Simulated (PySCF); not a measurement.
Molecule: `C[P+](C)(C)C`, [C4H12P]+.

Mapped SMILES: `[CH3:1][P+:2]([CH3:3])([CH3:4])[CH3:5]` (H(Xn): hydrogen on atom n).

Geometry PBE0-D3(BJ)/def2-SVP throughout; GIAO in PySCF 2.14, gas phase, one conformer, non-relativistic; equivalent atoms averaged; functional PBE0.

For orientation, STO-3G gives these absolute shieldings σ: C1/C3/C4/C5 224.6, P2 616.7, H(C1)/H(C3)/H(C4)/H(C5) 30.73 ppm.

A run gave: C1/C3/C4/C5 191.9, P2 441.6, H(C1)/H(C3)/H(C4)/H(C5) 30.88 ppm (absolute shieldings σ).

Question: Which basis set was used in that run?
A. 6-31G*
B. 6-311+G(2d,p)
C. def2-TZVP
D. 6-31G

Answer: D. P2 tells them apart best: 6-31G gives 441.6, 6-311+G(2d,p) gives 294.2, 6-31G* gives 367.1, def2-TZVP gives 272.2 ppm.
